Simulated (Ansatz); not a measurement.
`CCS` → `[CH2]` (triplet) + CH₃SH at 600 K and 1 bar (formal loss of a carbene).

Calculated with Ansatz (gas phase, PBE0-D4/def2-TZVP geometries, no zero-point term in ΔE). CBS: MP2 limit from def2 TZ/QZ plus the TZ coupled-cluster correction, frozen cores. This one scheme is used for every species. Triplets are unrestricted, without spin–orbit coupling. One conformer a species, not always the lowest.

| species | CCSD(T)/CBS energy (Eh) | H − E (kJ/mol) | S (J/(mol·K)) |
| --- | --- | --- | --- |
| `CCS` | -477.49091 | 239.8 | 348.1 |
| `[CH2]` (triplet) | -39.09499 | 66.5 | 220.8 |
| CH₃SH | -438.22835 | 152.3 | 296.8 |

H − E and S are ideal-gas, rigid-rotor, harmonic terms from PBE0-D4/def2-TZVP, for one conformer and one mirror image of each species, with the whole ground term of open shells counted as degenerate. 1 Eh = 2625.50 kJ/mol, R = 8.31446 J/(mol·K).

Problem. By hand: ΔE, ΔH, ΔS and ΔG.

Solution. ΔE = (-39.09499) + (-438.22835) − (-477.49091) = 0.16757 Eh = 440.0 kJ/mol. Δ(H − E) = 66.5 + 152.3 − 239.8 = -21.0, so ΔH = 419.0 kJ/mol. ΔS = 220.8 + 296.8 − 348.1 = 169.5 J/(mol·K). ΔG = 419.0 − 600 × (169.5)/1000 = 317.3 kJ/mol.

Problem. By hand: the equilibrium constant, and the temperature at which ΔG would vanish if ΔH and ΔS stayed fixed.

Solution. log₁₀ K = −ΔG/(RT ln 10) = -27.6. ΔG = 0 at ΔH/ΔS = 2472 K.

The number of gas molecules changes by +1, which sets the sign of ΔS. A doubt of 5 kJ/mol in ΔE shifts log₁₀ K by 0.4 here. Other conformers and mirror images would add mixing entropy, several J/(mol·K) or more a flexible species. A triplet takes part, so the spin changes. These are equilibria of isolated gas molecules and say nothing of rates. Largest T1 diagnostic: 0.011 (customary marks: 0.02 for closed shells, 0.045 for open ones).
